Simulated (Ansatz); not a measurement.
```yaml
crystal:
  periodic: [false, false, false]
  atoms:
    - {symbol: B, position_ang: [-1.466147, -0.011260, 0.000976]}
    - {symbol: Na, position_ang: [0.879122, 0.006752, -0.000585]}
    - {symbol: H, position_ang: [-2.170386, 0.947772, -0.001152]}
    - {symbol: H, position_ang: [-2.155570, -0.980995, 0.004033]}
basis:
  gaussian: {orbitals: def2-TZVP}
hamiltonian: {xc: pbe0}
relax: {f_tol: 0.004, max_steps: 80}
```

```sh
$ ansatz run in.yaml --threads 1 --pin off --events-out ev --progress --plain --max-ram 2176MiB
```

Steps of the relaxation (energy above the last step; positions in Å, forces in eV/Å):

```
4
step 1, 58.3 meV
B    -1.466   -0.011    0.001   -0.273   -0.002    0.000
Na    0.879    0.007   -0.001    0.657    0.005    0.000
H    -2.170    0.948   -0.001   -0.196    0.493   -0.001
H    -2.156   -0.981    0.004   -0.188   -0.496    0.001
```

```
4
step 2, 0.7 meV
B    -1.510   -0.012    0.001    0.066    0.001    0.000
Na    0.978    0.008   -0.001   -0.006    0.000    0.000
H    -2.198    0.977   -0.001   -0.031    0.106    0.000
H    -2.183   -1.011    0.004   -0.029   -0.106    0.000
```

```
4
step 3, 0.0 meV
B    -1.512   -0.012    0.001    0.017    0.000    0.000
Na    0.975    0.007   -0.001    0.003    0.000    0.000
H    -2.195    0.986   -0.001   -0.010   -0.004    0.000
H    -2.180   -1.020    0.004   -0.010    0.004    0.000
```

```
4
step 5, 0.0 meV
B    -1.511   -0.012    0.001    0.000    0.000    0.000
Na    0.976    0.007   -0.001    0.000    0.000    0.000
H    -2.197    0.985   -0.001    0.000    0.000    0.000
H    -2.181   -1.019    0.004    0.000    0.000    0.000
```

Close pairs at the end: B1–H4 1.210 Å, B1–H3 1.210 Å, B1–Na2 2.487 Å.

A stationary point of restricted PBE0 after 5 steps (its stability towards spin polarisation wasn't tested); no frequencies were run, so it isn't proven a minimum. 8.5 s on 1 thread of Intel Xeon Platinum 8488C, shared host.
